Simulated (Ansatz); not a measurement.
A made-up structure of MgBH$_{3}$S, singlet:

B1  (-0.882, -0.059, -0.675)
S2  (0.277, -1.327, -1.029)
Mg3  (1.160, -0.095, 0.729)
H4  (-1.914, 0.107, -1.248)
H5  (-0.671, 0.760, 0.229)
H6  (-1.684, 0.534, -1.248)
(Å)

It is relaxed with PBE-D4/def2-SVP and then PBE0-D4/def2-TZVP (Ansatz 0.2.0). Atoms count as bonded within 1.22 times the sum of their covalent radii (H–H: 0.88 Å). The end point is not checked to be a true minimum.

Task: Does its bonding change? (A judgement: the text doesn't fix the answer.)

Result: The calculation gives: Yes. Formed: Mg3–H6; broken: H4–H6.

Where it ends: The first stage lowers the energy by 5.82 eV in 18 steps. It ends as MgBH₃S ([H]1[BH]23[H][Mg]12[S]3):
```xyz
6
angstrom
B -1.0531 0.0129 -0.6998
S 0.1020 -1.6510 -0.5724
Mg 0.8837 0.2972 0.0856
H -2.1550 -0.1089 -1.1395
H -1.0930 0.5142 0.4613
H -0.3973 0.8565 -1.3775
```

Labels in which every atom is bracketed show which atoms are joined, not bond orders.

For scale, one of the runs: PBE0-D4/def2-TZVP relaxation, 118 basis functions, launched by `ansatz run in.yaml --threads 2 --pin off --events-out ev --progress --plain --max-ram 4352MiB`. The run took about 31 s on 2 CPU threads of an Arm Neoverse V2 (shared host).
